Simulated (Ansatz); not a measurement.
C₅H₁₃P (`CC(C)P(C)C`), 19 atoms. Total charge 0; spin multiplicity 1. All runs use 4 threads of an Arm Neoverse V2 on a shared host. Correlated methods freeze the cores.

(1) How many basis functions does each run have, and how long does it take in Ansatz? RKS ωB97M-V/def2-TZVPP energy and forces; direct RPA on PBE orbitals/def2-TZVPP energy; RHF-MP2/def2-TZVPP energy; RKS PBE0-D4/def2-SVP energy; RKS ωB97M-V/def2-SVP energy; RKS ωB97X-V/def2-TZVPP energy; RKS r2SCAN0-D4/def2-TZVPP energy; RKS PBE0-D4/def2-QZVPP energy; RHF-CCSD(T)/def2-SVP energy; RKS PBE0-D4/def2-TZVP relaxation (10 steps); RKS ωB97M-V/def2-QZVPP energy; RKS revPBE-D4/def2-TZVPP energy. (An estimate is asked.)

## Answers

(1) Ansatz gave: Other jobs shared the machine, so times are rough.

```csv
level,job,functions,wall time,peak host memory (GiB)
RKS PBE0-D4/def2-SVP,energy,153,2.2 s,0.92
RKS revPBE-D4/def2-TZVPP,energy,379,4.6 s,0.68
RKS ωB97M-V/def2-SVP,energy,153,8.5 s,0.92
RHF-MP2/def2-TZVPP,energy,379,11 s,1.5
RKS r2SCAN0-D4/def2-TZVPP,energy,379,12 s,1.4
direct RPA on PBE orbitals/def2-TZVPP,energy,379,14 s,1.5
RKS ωB97X-V/def2-TZVPP,energy,379,17 s,1.7
RKS PBE0-D4/def2-QZVPP,energy,745,24 s,3.8
RKS ωB97M-V/def2-TZVPP,energy and forces,379,26 s,2.1
RHF-CCSD(T)/def2-SVP,energy,153,33 s,1.5
RKS ωB97M-V/def2-QZVPP,energy,745,46 s,4.7
RKS PBE0-D4/def2-TZVP,relaxation (10 steps),270,70 s,0.98
```
